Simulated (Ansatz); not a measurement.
in.yaml

```yaml
crystal:
  periodic: [false, false, false]
  atoms:
    - {symbol: Al, position_ang: [0.051730, 0.031773, 0.617481]}
    - {symbol: C, position_ang: [-0.113144, -0.118443, -1.214602]}
    - {symbol: H, position_ang: [-0.036524, 0.560829, -2.056034]}
basis:
  gaussian: {orbitals: cc-pVTZ}
magnetization: {spin_polarized: false}
correlation: {method: ccsd_t, electrons: valence}
accuracy: high
```

```sh
$ ansatz run in.yaml --threads 1 --pin off --events-out ev --progress --plain --max-ram 2393MiB
```

Log:

```
1189 factors; integrals over basis functions are off by at most 3.4e-9 eV
mean field evaluation 1: about -7619.1680 eV, gradient 3.4e1 eV
mean field evaluation 2: about -7619.1714 eV, gradient 3.4e1 eV
mean field evaluation 4: about -7624.0912 eV, gradient 4.5e0 eV
mean field evaluation 8: about -7624.6433 eV, gradient 6.9e-1 eV
mean field evaluation 16: about -7624.6531 eV, gradient 8.4e-9 eV
mean field evaluation 32: about -7624.7797 eV, gradient 1.5e-2 eV
mean field evaluation 64: about -7624.6531 eV, gradient 1.7e-7 eV
mean field evaluation 96: about -7624.7792 eV, gradient 2.9e-1 eV
mean field evaluation 128: about -7623.9818 eV, gradient 1.2e1 eV
mean field evaluation 160: about -7624.6531 eV, gradient 7.0e-4 eV
...
cycle  11  -6.25584372 eV  change    3.8e-8 eV  update   6.8e-8
cycle  12  -6.25584369 eV  change    3.2e-8 eV  update   4.7e-8
cycle  13  -6.25584364 eV  change    4.7e-8 eV  update   3.1e-8
cycle  14  -6.25584362 eV  change    2.1e-8 eV  update   1.2e-8
cycle  15  -6.25584362 eV  change    7.1e-9 eV  update   5.4e-9
cycle  16  -6.25584361 eV  change    2.1e-9 eV  update   2.8e-9
cycle  17  -6.25584361 eV  change    1.3e-9 eV  update   1.8e-9
cycle  18  -6.25584361 eV  change    2.8e-9 eV  update   1.2e-9
cycle  19  -6.25584361 eV  change    1.7e-9 eV  update  5.6e-10
cycle  20  -6.25584361 eV  change   6.2e-10 eV  update  2.5e-10
perturbative correction -0.43958532 eV, -0.0161544627 hartree
Total energy: -7631.34849751 eV, -280.4468845697 hartree
```

Ran on 1 thread of Arm Neoverse V2, shared host: 13 s wall, 0.29 GiB peak host memory.
